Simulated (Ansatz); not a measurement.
# BH2Cl: two vibrations frozen in

Aim: map the energy of BClH2, SMILES BCl over two coordinates, and find its wells, ridges and stiffness.

Method: RHF/def2-TZVP; program: Ansatz 0.2.0.

**1. Where the work starts**

SMILES `BCl`, 4 atoms, charge 0, spin multiplicity 1.

Atoms are counted from 1 here; the program's logs count them from 0.

Bond lengths: B1–Cl2 1.746 Å, B1–H3 1.212 Å, B1–H4 1.212 Å. Angles: Cl2–B1–H3 118.2°, Cl2–B1–H4 118.2°, H3–B1–H4 123.7°.

Geometry (Å):

```xyz
4
BClH2
B    -0.1148    0.0211   -0.0743
Cl    1.3776   -0.3988    0.7281
H    -1.1224   -0.5701    0.2466
H    -0.0848    0.8875   -0.9207
```

**4. Setting up the map**

The axes are (1) normal mode 3 (1074 cm⁻¹): 15 values from −0.376 amu½·Å; (2) normal mode 4 (1317 cm⁻¹): 15 values from −0.307 amu½·Å.

Nothing else is relaxed (straight displacements along the two mass-weighted modes). Energies count from the relaxed molecule at the same level. Points are written as (first, second).

The patterns, per unit of each coordinate (Å):

```
atom      x1      y1      z1      x2      y2      z2
  B1  -0.027   0.104   0.105   0.093  -0.026   0.050
 Cl2   0.002  -0.008  -0.008  -0.001   0.000  -0.001
  H3   0.111  -0.421  -0.427  -0.311   0.370  -0.446
  H4   0.111  -0.421  -0.427  -0.646  -0.101  -0.069
```

(The set-up runs are not shown.)

**5. Grid point (0.000 amu½·Å, 0.000 amu½·Å)**

input.yaml

```yaml
crystal:
  periodic: [false, false, false]
  atoms:
    - { symbol: B, position_ang: [-0.120841, 0.022839, -0.077483] }
    - { symbol: Cl, position_ang: [1.37587, -0.398332, 0.727047] }
    - { symbol: H, position_ang: [-1.105139, -0.552331, 0.233596] }
    - { symbol: H, position_ang: [-0.09439, 0.867525, -0.90346] }
basis:
  gaussian: { orbitals: def2-TZVP }
hamiltonian:
  xc: hf
output:
  forces: true
```

Run with:

```console
$ ansatz run input.yaml --threads 1 --pin off --max-ram 2560MiB --backend cpu --events-out ev --progress --plain --runs-dir out
```

Further runs follow: all other points of the grid.

What does the calculation give? Wanted: lowest point; highest computed point; dipole moment.

As calculated:

| quantity | value |
| --- | --- |
| lowest point | (0.000 amu½·Å, 0.000 amu½·Å), 0.0 kJ/mol |
| highest computed point | (−0.376 amu½·Å, 0.307 amu½·Å), 63.6 kJ/mol above the lowest |
| dipole moment (D) | 0.46 at (0.000 amu½·Å, 0.307 amu½·Å) to 1.44 at (−0.376 amu½·Å, −0.307 amu½·Å); 0.98 at the lowest point |
| time for the whole task | 55 s on 1 thread, shared host |

In words: The lowest computed point is at (0.000 amu½·Å, 0.000 amu½·Å), which is the relaxed molecule at the same level itself. No other kind of well shows on this grid. The highest computed point, (−0.376 amu½·Å, 0.307 amu½·Å), lies 63.6 kJ/mol above the lowest. Round the minimum the two coordinates are nearly uncoupled.
